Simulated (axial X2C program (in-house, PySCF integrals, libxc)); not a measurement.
**Photoelectron levels of MgS by EOM-IP-CCSD**

Computed with an in-house all-electron X2C program for linear molecules (integrals from PySCF): two-component X2C with atomic mean-field Coulomb and Gaunt terms, Gaussian nuclei, basis S dyall-av3z, Mg dyall-cv3z with contracted cores.

R = 1.968 Å (0.920 times 2.139 Å, the PBE0 minimum at charge 0 for the lowest determinant).

Vertical ionisation energies of MgS to the states of MgS⁺:

| Ω of MgS⁺ | vertical IE (eV) | above lowest (cm⁻¹) | ionised spinor | one-hole weight |
| --- | --- | --- | --- | --- |
| 3/2 | 7.993 | 0 | 78% S pπ, 12% Mg pπ, 7% Mg dπ | 0.92 |
| 1/2 | 8.036 | 348 | 78% S pπ, 12% Mg pπ, 7% Mg dπ | 0.92 |
| 1/2 | 9.229 | 9967 | 71% S pσ, 20% Mg sσ | 0.92 |

(1) What is the splitting of the first π pair in the table, and is it regular or inverted?

This point took 7.4 s on 1 thread of Arm Neoverse N1, with other jobs on the host.

Reference electrons by ω block (each with its −ω partner): 1/2: 11, 3/2: 3. 8 electrons of MgS correlated (inner shells frozen), 94 natural virtual spinors (a truncated set); levels can be off by some tenths of an eV. Roots sought by Ω: (1/2: 4, 3/2: 3, 5/2: 1); the list ends where they run out and leaves out roots under 60 % one-particle weight. The solver can skip a root, and states that need a further excitation, which the method places far too high, are missing though they may lie low or lowest. T1 of the reference 0.024 (Lee–Taylor). Number of frozen shells: S 2 s, 1 p; Mg 2 s, 1 p.

Results:

(1) E(3/2) − E(1/2) = 0 − 348 = -348 cm⁻¹ at EOM-IP-CCSD: inverted, Ω = 3/2 lower. Splittings at this level can be off by ten to twenty per cent.
